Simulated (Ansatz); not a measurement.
in.yaml

```yaml
crystal:
  periodic: [false, false, false]
  atoms:
    - {symbol: B, position_ang: [0.000000, 0.000000, 0.641454]}
    - {symbol: B, position_ang: [0.000000, 0.000000, -0.883587]}
    - {symbol: H, position_ang: [0.000000, 0.000000, 2.301454]}
    - {symbol: H, position_ang: [0.000000, 0.000000, -2.059321]}
basis:
  gaussian: {orbitals: 6-31G}
correlation: {method: fci, electrons: outside_noble_gas}
```

```sh
$ ansatz run in.yaml --threads 1 --pin off --events-out ev --progress --plain --max-ram 2393MiB
```

Log:

```
479 factors; integrals over basis functions are off by at most 1.9e-7 eV
mean field evaluation 1: about -1367.6334 eV, gradient 1.1e1 eV
mean field evaluation 2: about -1367.6364 eV, gradient 1.1e1 eV
mean field evaluation 4: about -1368.4505 eV, gradient 5.3e-1 eV
mean field evaluation 8: about -1368.4528 eV, gradient 3.0e-4 eV
mean field evaluation 16: about -1355.9809 eV, gradient 8.8e-1 eV
mean field evaluation 32: about -1357.1250 eV, gradient 7.5e0 eV
mean field -1368.45277845 eV, -50.2897120373 hartree, gradient 1.2e-6 eV, S^2 0.000000; 5 other end points of the search recorded, 0 dependent functions left out; unrestricted orbitals would lower it
2 core orbitals not correlated: weight in the atoms' cores, before any rotation towards them, 1.000 or more for the frozen orbitals, at most 0.000 for the correlated occupied ones
reference -1368.45277845 eV, -50.2897120373 hartree; 4, 4 occupied and 16, 16 virtual orbitals, 479 factors
state -1372.26507385 eV, -50.4298113092 hartree
Total energy: -1372.26507385 eV, -50.4298113092 hartree
```

Ran on 1 thread of Arm Neoverse V1, shared host: 37 s wall, 0.62 GiB peak host memory.
